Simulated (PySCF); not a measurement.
**Bond length, frequency and bond energy of AlF by level of theory**

State: ¹Σ⁺ (singlet), closed shell. Set-up: Al 3-21G, F 3-21G; no relativity (PySCF 2.14). De refers to Al + F in their high-spin ground configurations, without counterpoise correction. A positive dipole means Al(−)F(+).

```
      Level  Re (Å)  ωe (cm⁻¹)  De (eV)  μ (D)
        RHF   1.661        884     4.44  -1.01
    RHF-MP2   1.677        857     5.87    n/a
RHF-SCS-MP2   1.677        856     5.77    n/a
   RHF-CCSD   1.678        853     5.63    n/a
RHF-CCSD(T)   1.681        843     5.71    n/a
        PBE   1.702        792     6.66  -0.47
       BP86   1.704        788     6.58  -0.43
     r²SCAN   1.688        821     6.44  -0.44
      TPSSh   1.691        816     6.27  -0.51
       PBE0   1.683        831     6.19  -0.68
      HSE06   1.683        829     6.20  -0.68
     M06-2X   1.670        864     6.39  -0.98
```

(1) Which functional lies closest to RHF-CCSD(T) in De, which farthest, and by how much do they differ from it?

(2) What does the step from GGA to meta-GGA do here, going from PBE to r²SCAN?

(3) What does second-order correlation do here, going from RHF to RHF-MP2?

Correlated steps freeze 6 core orbitals. Where the molecule has an RHF reference, its open-shell atoms are computed with UHF. The CCSD T1 diagnostic is raised, a sign that a single reference may not be enough here. 3-21G is very small, so such numbers show the basis as much as the molecule.

Answers

(1) Closest is PBE0 (+0.2 pm in Re, -1.4 % in ωe, +0.48 eV in De against RHF-CCSD(T) in the same basis), farthest PBE (+2.1 pm in Re, -6.0 % in ωe, +0.95 eV in De). CCSD(T) converges more slowly with the basis than the functionals do and binds too weakly in this one, so the order can change at the basis-set limit.

(2) r²SCAN less PBE: -1.4 pm in Re, +3.7 % in ωe, -0.22 eV in De. 

(3) RHF-MP2 less RHF: +1.6 pm in Re, -3.1 % in ωe, +1.43 eV in De. Correlation nearly always deepens the well. The bond lengthens, as in strong covalent bonds, where excitations into antibonding orbitals dominate.
